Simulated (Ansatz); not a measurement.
Input file:

```yaml
crystal:
  periodic: [false, false, false]
  atoms:
    - {symbol: Ge, position_ang: [-0.015433, -0.009008, 1.686540]}
    - {symbol: C, position_ang: [-0.016266, -0.025151, -0.247613]}
    - {symbol: O, position_ang: [0.031698, 0.034159, -1.438927]}
basis:
  gaussian: {orbitals: cc-pVDZ}
magnetization: {spin_polarized: true, initial_magnetization: 2}
correlation: {method: ccsd_t, electrons: outside_noble_gas}
output: {forces: true}
```

```sh
$ ansatz run in.yaml --threads 1 --pin off --events-out ev --progress --plain --max-ram 2393MiB
```

The program prints:

```
591 factors; integrals over basis functions are off by at most 1.2e-3 eV
mean field evaluation 1: about -59536.9345 eV, gradient 2.0e1 eV
mean field evaluation 2: about -59536.9859 eV, gradient 2.0e1 eV
mean field evaluation 4: about -59539.3049 eV, gradient 2.9e0 eV
mean field evaluation 8: about -59539.4673 eV, gradient 3.5e-1 eV
mean field evaluation 16: about -59539.4719 eV, gradient 5.5e-5 eV
mean field evaluation 32: about -59535.8711 eV, gradient 8.5e0 eV
mean field evaluation 64: about -59536.6477 eV, gradient 3.4e-1 eV
mean field evaluation 96: about -59535.5655 eV, gradient 8.2e0 eV
mean field -59539.47185936 eV, -2188.0352335279 hartree, gradient 2.8e-6 eV, S^2 2.052587; 2 other end points of the search recorded, 0 dependent functions left out
determinant -59539.47185936 eV, -2188.0352335279 hartree, with singles and doubles -59549.65155781 eV, -2188.4093305460 hartree
determinant -59536.69167081 eV, -2187.9330634831 hartree, with singles and doubles -59546.45905225 eV, -2188.2920081305 hartree
determinant -59536.67177579 eV, -2187.9323323547 hartree, with singles and doubles -59546.43693722 eV, -2188.2911954181 hartree
16 core orbitals not correlated: weight in the atoms' cores, before any rotation towards them, 0.999 or more for the frozen orbitals, at most 0.001 for the correlated occupied ones
reference -59539.47185936 eV, -2188.0352335279 hartree; 8, 6 occupied and 31, 33 virtual orbitals, 591 factors
second order -9.76081460 eV of doubles, -0.00000000 eV of singles
cycle   1  -10.18034131 eV  change   -6.4e-4 eV  update   1.1e-3
cycle   2  -10.18058242 eV  change   -2.4e-4 eV  update   7.1e-4
cycle   3  -10.18066415 eV  change   -8.2e-5 eV  update   3.6e-4
cycle   4  -10.18085096 eV  change   -1.9e-4 eV  update   9.0e-5
cycle   5  -10.18101359 eV  change   -1.6e-4 eV  update   3.9e-5
cycle   6  -10.18103692 eV  change   -2.3e-5 eV  update   1.8e-5
cycle   7  -10.18104080 eV  change   -3.9e-6 eV  update   8.7e-6
cycle   8  -10.18102662 eV  change    1.4e-5 eV  update   3.7e-6
cycle   9  -10.18102438 eV  change    2.2e-6 eV  update   1.1e-6
cycle  10  -10.18102569 eV  change   -1.3e-6 eV  update   5.3e-7
perturbative correction -0.45385979 eV, -0.0166790396 hartree
the calculation of the forces begins
Total energy: -59550.10674484 eV, -2188.4260583606 hartree
Atom 0 at    -0.015433    -0.009008     1.686540 Å, force    -0.031500    -0.040357     0.600520 eV/Å
Atom 1 at    -0.016266    -0.025151    -0.247613 Å, force     0.191369     0.247944    -3.290628 eV/Å
Atom 2 at     0.031698     0.034159    -1.438927 Å, force    -0.159869    -0.207587     2.690109 eV/Å
Dipole moment:    -0.003368    -0.004623     0.024261 e Å
```

Forces (eV/Å):
```
Ge  -0.031 -0.040  0.601
C    0.191  0.248 -3.291
O   -0.160 -0.208  2.690
```

For the same geometry and basis UCCSDT(Q) lies 87.3 meV lower.

Ran on 1 thread of Arm Neoverse V2, shared host: 7.5 s wall, 0.18 GiB peak host memory.
